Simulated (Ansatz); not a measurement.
## C4H4N2: state-averaged CASSCF

Computed with Ansatz's Gaussian-basis code (development build). State-averaged CASSCF with equal weights; occupations are averaged over the states; levels count from the state that is lowest in CASSCF. CASSCF levels without dynamic correlation can be off by over 1 eV. Solutions may break the symmetry of the shape. The lowest solution met needn't be the lowest there is, nor hold the orbitals that a chemist would pick.

Geometry:

```xyz
10

N     0.0000    0.0000    1.4153
C     0.0000    1.1349    0.6972
C     0.0000    1.1349   -0.6972
N     0.0000    0.0000   -1.4153
C     0.0000   -1.1349   -0.6972
C     0.0000   -1.1349    0.6972
H     0.0000    2.0671    1.2574
H     0.0000    2.0671   -1.2574
H     0.0000   -2.0671   -1.2574
H     0.0000   -2.0671    1.2574
```

Basis cc-pVTZ, nonrelativistic, 6 orbitals frozen in the corrections; active space CAS(10,8). Averaged: 1 singlet, 1 triplet.

Problem. Give the levels in order, with their spins.

Solution. 

| state | CASSCF (eV) |
| --- | --- |
| singlet | 0.000 |
| triplet | 3.961 |

Occupations: 2.00, 2.00, 1.93, 1.73, 1.62, 0.38, 0.28, 0.07.
